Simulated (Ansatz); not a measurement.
Input file:

```yaml
crystal:
  periodic: [false, false, false]
  atoms:
    - {symbol: B, position_ang: [0.000000, 0.000000, 0.118972]}
    - {symbol: H, position_ang: [0.000000, 1.253251, -1.722614]}
    - {symbol: H, position_ang: [0.000000, 0.000000, 2.169150]}
    - {symbol: H, position_ang: [0.000000, -1.253251, -1.722614]}
basis:
  gaussian: {orbitals: 6-31G, fitting: {mean_field: def2-universal-jkfit}}
total_charge: 1
magnetization: {spin_polarized: true, initial_magnetization: 1}
correlation: {method: ccsdt, electrons: outside_noble_gas}
accuracy: high
output: {forces: true}
```

```sh
$ ansatz run in.yaml --threads 1 --pin off --events-out ev --progress --plain --max-ram 2393MiB
```

The program prints:

```
129 factors; integrals over basis functions are off by at most 1.6e-1 eV
mean field evaluation 1: about -697.8437 eV, gradient 5.0e0 eV
mean field evaluation 2: about -698.5820 eV, gradient 3.8e0 eV
mean field evaluation 4: about -699.5426 eV, gradient 3.6e0 eV
mean field evaluation 8: about -700.8196 eV, gradient 2.1e-1 eV
mean field evaluation 16: about -699.5497 eV, gradient 7.4e0 eV
mean field evaluation 32: about -700.8211 eV, gradient 8.0e-4 eV
mean field evaluation 64: about -698.3655 eV, gradient 9.7e-1 eV
mean field evaluation 96: about -695.4093 eV, gradient 4.2e0 eV
mean field evaluation 128: about -696.1182 eV, gradient 3.5e-1 eV
mean field evaluation 160: about -695.1062 eV, gradient 1.4e-2 eV
...
cycle  38  -1.66684253 eV  change    1.8e-9 eV  update   2.7e-9
cycle  39  -1.66684253 eV  change    1.3e-9 eV  update   1.6e-9
cycle  40  -1.66684253 eV  change  -2.5e-11 eV  update   1.1e-9
cycle  41  -1.66684253 eV  change   3.4e-10 eV  update  5.9e-10
cycle  42  -1.66684253 eV  change   7.4e-10 eV  update  3.7e-10
cycle  43  -1.66684253 eV  change   9.1e-10 eV  update  3.0e-10
cycle  44  -1.66684253 eV  change   7.4e-10 eV  update  2.4e-10
cycle  45  -1.66684253 eV  change   7.0e-10 eV  update  1.8e-10
cycle  46  -1.66684253 eV  change   3.8e-10 eV  update  1.2e-10
cycle  47  -1.66684253 eV  change   1.7e-10 eV  update  7.4e-11
the calculation of the forces begins
Total energy: -702.48793798 eV, -25.8159555575 hartree
Atom 0 at     0.000000     0.000000     0.118972 Å, force    -0.000000    -0.000000     0.128846 eV/Å
Atom 1 at     0.000000     1.253251    -1.722614 Å, force    -0.000000    -0.304799     0.772733 eV/Å
Atom 2 at     0.000000     0.000000     2.169150 Å, force    -0.000000     0.000000    -1.674313 eV/Å
Atom 3 at     0.000000    -1.253251    -1.722614 Å, force     0.000000     0.304799     0.772733 eV/Å
Dipole moment:     0.000000    -0.000000     0.138344 e Å
```

Forces (eV/Å):
```
B    0.000  0.000  0.129
H    0.000 -0.305  0.773
H    0.000  0.000 -1.674
H    0.000  0.305  0.773
```

Ran on 1 thread of Arm Neoverse V1, shared host: 2 s wall, 0.17 GiB peak host memory.
